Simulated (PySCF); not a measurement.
Phosphorus: a sound run and one with changed settings

Sound run: P [Ne] 3s2 3p3, P⁺ [Ne] 3s2 3p2. All numbers are calculated (PySCF 2.14, the spin-free X2C one-electron Hamiltonian (Gaussian nucleus), in x2c-SVPall). The sound run starts from symmetry-adapted Hartree-Fock orbitals and uses a fine grid where one is needed.

A second run was set up differently.

```csv
species,method,sound run (hartree),changed run (hartree),converged
P,UHF,-341.40273,-341.40273,yes
P,MN15,-341.92308,-341.92308,yes
P,PBE0,-341.83302,-341.83302,yes
P⁺,UHF,-341.03801,-341.03801,yes
P⁺,MN15,-341.54194,-341.54119,yes
P⁺,PBE0,-341.44718,-341.44715,yes
```

Ionisation energy of P:

```
method  sound run (eV)  changed run (eV)
   UHF           9.925             9.925
  MN15          10.371            10.392
  PBE0          10.499            10.500
```

Question: What was changed?
A. angular grid far too coarse
B. basis contracted for another Hamiltonian
C. minimal basis
D. level shift left on

Answer: A. It used 26 angular points. A coarse angular grid integrates products of high-l functions wrongly, so density functionals can shift, and the SCF can exploit the error; Hartree-Fock and MP2 need no grid.
